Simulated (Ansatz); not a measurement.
`C=C(F)C(F)F` from Hartree–Fock to CCSD(T)

Z-matrix (Å, degrees):
```
C
F 1 1.349
C 1 1.498 2 110.4
F 1 1.356 2 108.0 3 -120.1
H 1 1.096 2 108.8 3 123.2
F 3 1.337 1 110.6 2 176.2
C 3 1.316 1 127.0 2 -2.9
H 7 1.082 3 120.8 1 179.5
H 7 1.080 3 119.5 1 -0.6
```

The species carries charge 0 and has multiplicity 1. Geometry: relaxed with PBE0-D4/def2-TZVP. It is one conformer, not always the lowest. Frozen core, restricted reference, the Gaussian-basis code of Ansatz. CBS rows extrapolate triple and quadruple zeta; past MP2 they add the triple-zeta difference.

```
     basis     HF (Eh)  MP2 corr.  CCSD corr.    (T)  CCSD(T) total
def2-TZVPP  -413.81360   -1.21861           ?      ?              ?
def2-QZVPP           ?   -1.32258           –      –              –
 CBS(def2)           ?   -1.39960    -1.42106  as TZ              ?
```

Problem. Fill in the withheld values. (Best estimate.)

Solution. Ansatz gave: def2-TZVPP CCSD corr.: -1.24007; def2-TZVPP (T): -0.04424; def2-TZVPP CCSD(T) total: -415.09791; def2-QZVPP HF (Eh): -413.83148; CBS(def2) HF (Eh): -413.83394; CBS(def2) CCSD(T) total: -415.29924.
